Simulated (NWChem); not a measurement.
Everything below was run with NWChem. System: tetrafluoromethane (CF$_{4}$), charge 0, spin multiplicity 1, at a geometry optimised with PBE/def2-SVP. Level: G0W0@PBE/def2-TZVPD, RI basis def2-tzvpd-rifit.

Job file:

```
start mol
memory heap 200 mb stack 700 mb global 1700 mb
geometry units angstroms nocenter noautoz
  F      0.000000    -1.088892     0.769961
  C      0.000000     0.000000    -0.000003
  F      0.000000     1.088892     0.769961
  F      1.088898     0.000000    -0.769960
  F     -1.088898     0.000000    -0.769960
  symmetry group C2v
end
basis spherical
  * library def2-tzvpd
end
basis "ri basis" bse spherical
  * library def2-tzvpd-rifit
end
dft
  xc xpbe96 cpbe96
  iterations 100
  direct
  tolerances tight
end
task dft energy
gw
  method cdgw
  states alpha occ 4 vir 2
end
task dft gw
```

Part of the output:

```
             Northwest Computational Chemistry Package (NWChem) 7.3.0
             --------------------------------------------------------

                                NWChem Input Module
                                -------------------

 Scaling coordinates for geometry "geometry" by  1.889725989
 (inverse scale =  0.529177249)

 Turning off AUTOSYM since
 SYMMETRY directive was detected!

                             Geometry "geometry" -> ""
                             -------------------------

 Output coordinates in angstroms (scale by  1.889725989 to convert to a.u.)

  No.       Tag          Charge          X              Y              Z
 ---- ---------------- ---------- -------------- -------------- --------------
    1 F                    9.0000     0.00000000    -1.08889200     0.76996100
    2 C                    6.0000     0.00000000     0.00000000    -0.00000300
    3 F                    9.0000     0.00000000     1.08889200     0.76996100
    4 F                    9.0000     1.08889800     0.00000000    -0.76996000
    5 F                    9.0000    -1.08889800     0.00000000    -0.76996000

 Effective nuclear repulsion energy (a.u.)     203.8010396475

            Nuclear Dipole moment (a.u.)
            ----------------------------
        X                 Y               Z
 ---------------- ---------------- ----------------
     0.0000000000     0.0000000000     0.0000000000

      Symmetry information
      --------------------

 Group name             C2v
 Group number             16
 Group order               4
 No. of unique centers     3

      Symmetry unique atoms

     1    2    4


 Summary of "ao basis" -> "" (spherical)
 ------------------------------------------------------------------------------
       Tag                 Description            Shells   Functions and Types
 ---------------- ------------------------------  ------  ---------------------
 *                         def2-tzvpd                 on all atoms

 new library libraries.bse/

 Summary of "ri basis" -> "" (spherical)
 ------------------------------------------------------------------------------
[...]
         321.768066544200           0.000000000000           0.000000000000
           0.000000000000         321.769839557299           0.000000000000
           0.000000000000           0.000000000000         321.770849699631

     Multipole analysis of the density
     ---------------------------------

     L   x y z        total         alpha         beta         nuclear
     -   - - -        -----         -----         ----         -------
     0   0 0 0     -0.000000    -21.000000    -21.000000     42.000000

     1   1 0 0     -0.000000     -0.000000     -0.000000      0.000000
     1   0 1 0      0.000000      0.000000      0.000000      0.000000
     1   0 0 1     -0.000006     -0.000003     -0.000003      0.000000

     2   2 0 0    -19.105414    -47.660569    -47.660569     76.215724
     2   1 1 0      0.000000      0.000000      0.000000      0.000000
     2   1 0 1     -0.000000     -0.000000     -0.000000      0.000000
     2   0 2 0    -19.105418    -47.660151    -47.660151     76.214884
     2   0 1 1     -0.000000     -0.000000     -0.000000      0.000000
     2   0 0 2    -19.105396    -47.659900    -47.659900     76.214405

 Task  times  cpu:       21.2s     wall:       21.2s

                                NWChem Input Module
                                -------------------

                                 NWChem GW Module
                                 ----------------

                             ***********************
                             ***        GW       ***
                             ***********************

 Summary of "ri basis" -> "ri basis" (spherical)
 ------------------------------------------------------------------------------
       Tag                 Description            Shells   Functions and Types
 ---------------- ------------------------------  ------  ---------------------
 F                      def2-tzvpd-rifit            26       92   9s7p5d4f1g
 C                      def2-tzvpd-rifit            26       92   9s7p5d4f1g

                 Memory Information
                 ------------------
          Available GA per process is          1699.7 MBs
          Available stack per process is        700.0 MBs
          Available heap per process is           0.0 MBs

          Peak memory in Initialization
              Peak GA per process is                 17.9 MBs
              Peak stack per process is               0.5 MBs
              Peak heap per process is               18.4 MBs
              Memory not in MA per process            0.0 MBs

          Peak memory in CDGW Calculation
              Peak GA per process is                 21.3 MBs
              Peak stack per process is               3.2 MBs
              Peak heap per process is                4.0 MBs
              Memory not in MA per process            0.0 MBs

          Computing 2-center integrals
          Computing Inverse Cholesky factor
          Computing 3-center integrals
          Computing Vxc

          Computing Sigma_x
          Computing W(iw) on the imaginary grid
          Solving quasiparticle equations

                  Alpha Orbitals
          State     Energy (eV)     Error (eV)
          -----------------------------------
@GW        18        -16.245           0.003
@GW        19        -15.080           0.003
@GW        20        -15.080           0.003
@GW        21        -15.079           0.003
@GW        22          1.686           0.005
@GW        23          2.664           0.003

     GW Timing Statistics
   ------------------------
   Init.   :          0.1s
     ERIs  :          2.6s
     Distr.:          0.0s
     Vxc   :          0.2s
   Vmo     :          0.0s
   iW      :          4.7s
   I_n     :          0.0s
   R_n     :          0.9s
   GW total:          8.5s

 Task  times  cpu:        8.5s     wall:        8.5s

 Total times  cpu:       29.6s     wall:       29.6s
```
